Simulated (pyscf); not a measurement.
# Substitution at C: H₃C–SiH₃ + CH₃• -> H₃C–CH₃ + SiH₃•

Gas phase, doublet surface, charge 0. Bonds broken: C1–Si2. Bonds formed: C1–C9. Structures and frequencies: ωB97X-D3(BJ)/def2-SVP in PySCF.

Transition state (Å):

```xyz
12

C     -0.9187     0.2941     0.2812
Si     1.1758    -0.5150     0.0743
H     -1.2099    -0.2454    -0.6224
H     -0.5255     1.3101     0.2076
H     -1.0020    -0.1898     1.2565
H      2.0384    -0.0168     1.1922
H      1.1642    -2.0118     0.1124
H      1.7786    -0.0762    -1.2242
C     -2.7604     1.0074     0.4642
H     -3.4165     0.1329     0.5636
H     -2.9562     1.5812    -0.4509
H     -2.7543     1.6358     1.3643
```

One imaginary mode, 1148i cm⁻¹; descent along it reached the two sides named.

| bond | change | reactant side (Å) | saddle | product side |
|---|---|---|---|---|
| C1–Si2 | breaks | 1.880 | 2.255 | 4.0 |
| C1–C9 | forms | 3.6 | 1.983 | 1.527 |

Electronic energies relative to the separated reactants (kcal/mol):

```tsv
level	barrier	reaction energy	reverse barrier
ωB97X-D3(BJ)/def2-TZVP	41.7	-3.1	44.8
PBE/def2-TZVP	30.8	-7.6	38.4
r²SCAN/def2-TZVP	36.7	-3.5	40.1
B3LYP-D3(BJ)/def2-TZVP	37.3	-4.3	41.7
PBE0-D3(BJ)/def2-TZVP	36.2	-6.0	42.2
M06-2X/def2-TZVP	38.7	-6.5	45.2
ωB97M-D3(BJ)/def2-TZVP	41.0	-3.8	44.7
HF/def2-TZVP	61.0	+0.5	60.5
```

With ωB97M-D3(BJ)/def2-TZVP energies and thermal terms (ideal gas, 1 atm, RRHO with modes under 100 cm⁻¹ raised to 100, one conformer, R ln 2 for chiral ones without a mode under 150 cm⁻¹), in kcal/mol:

```tsv
T (K)	ΔH‡	ΔG‡	ΔH	ΔG
298	42.3	51.2	-0.9	-0.5
600	42.5	60.1	-1.9	+0.4
900	42.9	68.8	-2.5	+1.6
1200	43.5	77.3	-2.9	+3.1
```

The same reactants have a lower exit, to CH₄ + H₃C–SiH₂• (barrier +8.6 kcal/mol at ωB97M-D3(BJ)/def2-TZVP, against +41.0 kcal/mol here). One saddle was located; it need not be the lowest between these sides. The angle at the attacked C is 180°.
